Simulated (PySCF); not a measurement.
Compound: CO.
SMILES with atom numbers: `[C-:1]#[O+:2]`

The same species was optimised twice, with GFN2-xTB and with PBE0-D3(BJ)/def2-SVP (PySCF), and the same property calculations (PySCF, gas phase) were run on both structures.

```tsv
coordinate	GFN2-xTB	PBE0-D3(BJ)/def2-SVP	change
C1≡O2 (Å)	1.127	1.128	+0.001
```

Rotational constants: B = 58001 MHz (linear) (GFN2-xTB) against B = 57924 MHz (linear) (PBE0-D3(BJ)/def2-SVP). Point groups within 0.08 Å: C∞v and C∞v.

On the GFN2-xTB structure: HOMO (eV) -10.69 [PBE0/pcSseg-1]; LUMO (eV) -0.56 [PBE0/pcSseg-1]; dipole (D) 0.04 [PBE0/pcSseg-1]; GIAO shielding of C1 (ppm) -17.2 [PBE0/pcSseg-1]; GIAO shielding of O2 (ppm) -88.2 [PBE0/pcSseg-1].

Task: What do these properties become on the PBE0-D3(BJ)/def2-SVP structure?

Result: 
```json
{"property": "HOMO (eV)", "level": "PBE0/pcSseg-1", "on GFN2-xTB": "-10.69", "on PBE0-D3(BJ)/def2-SVP": "-10.69", "change": "0.00"}
{"property": "LUMO (eV)", "level": "PBE0/pcSseg-1", "on GFN2-xTB": "-0.56", "on PBE0-D3(BJ)/def2-SVP": "-0.57", "change": "-0.01"}
{"property": "dipole (D)", "level": "PBE0/pcSseg-1", "on GFN2-xTB": "0.04", "on PBE0-D3(BJ)/def2-SVP": "0.03", "change": "-0.01"}
{"property": "energy, GFN2-xTB geometry as zero (kcal/mol)", "level": "PBE0/pcSseg-1", "on GFN2-xTB": "0.0", "on PBE0-D3(BJ)/def2-SVP": "0.0", "change": "0.0"}
{"property": "GIAO shielding of C1 (ppm)", "level": "PBE0/pcSseg-1", "on GFN2-xTB": "-17.2", "on PBE0-D3(BJ)/def2-SVP": "-17.6", "change": "-0.4"}
{"property": "GIAO shielding of O2 (ppm)", "level": "PBE0/pcSseg-1", "on GFN2-xTB": "-88.2", "on PBE0-D3(BJ)/def2-SVP": "-88.9", "change": "-0.7"}
```

The heavy atoms differ by 0.000 Å rms after alignment. Among all bonds C1≡O2 changes most (+0.001 Å). Changes are differences of the printed values. Neither structure is proved a minimum here.
